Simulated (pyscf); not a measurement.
Thermochemistry of product channels of H₂P–InH₂ + H• on the doublet surface, in kcal/mol, from ωB97M-D3(BJ)/def2-TZVP energies (ideal gas, 1 atm, RRHO with modes under 100 cm⁻¹ raised to 100, one conformer, R ln 2 for chiral ones without a mode under 150 cm⁻¹). PySCF, gas phase, ωB97X-D3(BJ)/def2-SVP geometries.

| products | ΔE | ΔH(298 K) | ΔG(900 K) | ΔG(1200 K) |
|---|---|---|---|---|
| •HP–InH₂ + H₂ | (withheld) | -19.3 | -24.1 | -25.4 |
| [H₂P–InH]• + H₂ | -35.0 | -32.9 | -37.2 | (withheld) |

Q: Fill in the missing entries.

A: 
- •HP–InH₂ + H₂, ΔE: -20.1
- [H₂P–InH]• + H₂, ΔG(1200 K): -38.2

These are energies of the channels, which say nothing of barriers. Elements past Kr carry the def2 core potentials, without spin-orbit coupling.
